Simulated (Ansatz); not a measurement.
Calculated with Ansatz (gas phase, PBE0-D4/def2-TZVP geometries, no zero-point term in ΔE). CBS: MP2 limit from def2 TZ/QZ plus the TZ coupled-cluster correction, frozen cores. DFT in def2-TZVPP. B3LYP here is the variant with VWN-RPA as its local correlation; programs differ in this. Each species was taken in one conformer, which may not be the lowest.

Reaction (isomerisation): `FCC(F)CF` → `CC(F)C(F)F`

```json
{"level": "PBE", "ΔE (kJ/mol)": "-47.2"}
{"level": "BLYP", "ΔE (kJ/mol)": "-42.8"}
{"level": "r2SCAN", "ΔE (kJ/mol)": "-51.7"}
{"level": "B3LYP", "ΔE (kJ/mol)": "-44.3"}
{"level": "BHLYP", "ΔE (kJ/mol)": "-45.9"}
{"level": "HF/def2-SVP", "ΔE (kJ/mol)": "-53.4"}
{"level": "SCS-MP2/def2-QZVPP", "ΔE (kJ/mol)": "-46.4"}
{"level": "CCSD/CBS(def2)", "ΔE (kJ/mol)": "-46.5"}
```

(1) What does CCSD(T)/CBS give? (Best estimate.)

Largest T1 diagnostic among the species: 0.011.

Answers

(1) Computed: -47.6 kJ/mol. The listed levels differ from it by 0.4, 4.8, -4.1, 3.3, 1.7, -5.8, 1.2, 1.1 kJ/mol.

Leaving LDA and LC-ωPBE aside and taking each functional with its dispersion term where it has one, the values, not all of them listed here, spread over 8.0 kJ/mol, from r2SCAN-D4 to BLYP-D4. LDA lies −7.2 kJ/mol from PBE without D4. From BLYP to BHLYP (50 % exact exchange), in def2-TZVPP and without D4, ΔE moves by −3.1 kJ/mol. At CCSD(T), def2-SVP lies −10.9 kJ/mol from the extrapolated value and def2-TZVPP −1.2 kJ/mol.
